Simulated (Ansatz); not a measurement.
# H2O: the cost of one run

Program: Ansatz 0.2.0. Level of theory: the levels named in each step. These are calculated values, not measurements.

## 1. The system as given

Bond lengths: O1–H2 0.959 Å, O1–H3 0.959 Å. Angles: H2–O1–H3 107.2°.

Coordinates:

```xyz
3

O     0.0018    0.0636   -0.0005
H    -0.7859   -0.4838   -0.0011
H     0.7579   -0.5265    0.0092
```

## 2. A rough first relaxation, PBE-D4/def2-SVP

This run stands in another session on the same molecule. It ended at:

```xyz
3

O     0.0026    0.0930   -0.0007
H    -0.7719   -0.4988   -0.0009
H     0.7431   -0.5408    0.0092
```

## 3. Relaxation, PBE0-D4/def2-TZVPP

This run stands in another session on the same molecule. It ended at:

```xyz
3

O     0.0021    0.0743   -0.0006
H    -0.7722   -0.4895   -0.0010
H     0.7439   -0.5315    0.0091
```

## 4. Frequencies, PBE0-D4/def2-TZVPP

Input file input.yaml:

```yaml
crystal:
  periodic: [false, false, false]
  atoms:
    - { symbol: O, position_ang: [0.0020684, 0.07430283, -0.00059516] }
    - { symbol: H, position_ang: [-0.77222141, -0.48949716, -0.00099474] }
    - { symbol: H, position_ang: [0.74391302, -0.53147568, 0.00914992] }
basis:
  gaussian: { orbitals: def2-TZVPP }
hamiltonian:
  xc: pbe0
  dispersion: d4
phonons: {}
```

The run is started by

```
ansatz run input.yaml --threads 2 --pin off --max-ram 5120MiB --backend cpu --events-out ev --progress --plain --runs-dir out
```

**Question.** How long does this run take on 2 threads of AMD EPYC (Zen 3), shared host, and how much memory does it need?

About 4.6 s, with a peak of 0.096 GiB.
